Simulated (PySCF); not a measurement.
**[C4H4NO]-: core ionisation energies**

C4H4NO (charge -1).
Geometry (GFN2-xTB, Å), atoms numbered from 1 in this order:
```
atom  x, y, z in Å
C1    -1.5346   -0.1485   -0.1004
C2    -0.0589   -0.3803   -0.1886
C3     0.8563    0.5326    0.2701
O4     0.6645    1.6642    0.8155
C5     2.2222    0.0947    0.0805
N6     3.3292   -0.2085   -0.0484
H7    -2.0396   -0.9170    0.5001
H8    -1.6984    0.8203    0.3689
H9    -2.0141   -0.1433   -1.0885
H10    0.2824   -1.3095   -0.6317
```

Theory: delta-SCF UKS SCAN, pcX-2 on the ionised atom, pcseg-1 elsewhere, spin-free X2C in PySCF 2.14.0. Each binding energy is the total energy of the core-ionised species, with the hole localised on one atom, minus that of the ground state; both are solved self-consistently, so orbital relaxation is included.

Task: What binding energy does each computed site have?

Result: 
```tsv
atom(s)	bonded to	level	binding energy (eV)	above the level's lowest (eV)	count
C1	C and 3 H	C 1s	286.22	+1.88	1
C2	C (double bond), C and H	C 1s	284.34	0.00	1
C3	O, C (double bond) and C	C 1s	287.16	+2.82	1
O4	C	O 1s	530.59	0.00	1
```

The listed C 1s values span 2.82 eV, from C2 (bonded to C (double bond), C and H) to C3 (bonded to O, C (double bond) and C).

Task: Which photon energy gives electrons from C 1s of C2 a kinetic energy of 200 eV, and what is their de Broglie wavelength?

Result: hν = 284.34 + 200 = 484.34 eV, recoil neglected; λ = 12.264 Å/√(E/eV) = 0.87 Å.

The list is incomplete; no value stands for C 1s of C5 (hole states with ⟨S²⟩ of 1 or more are left out). The unrestricted hole states depart most from a pure doublet (⟨S²⟩ = 0.75; over 0.85 named) for C 1s of C3 (0.95), which makes this value less certain. No level of nitrogen is listed. The species carries charge -1, so core ionisation leaves a neutral species. The basis sets have no added diffuse functions. Geometry: GFN2-xTB; no solvent, vibrations or thermal averaging.

On an Arm Neoverse N1 with one thread, shared host, this took 83 s.
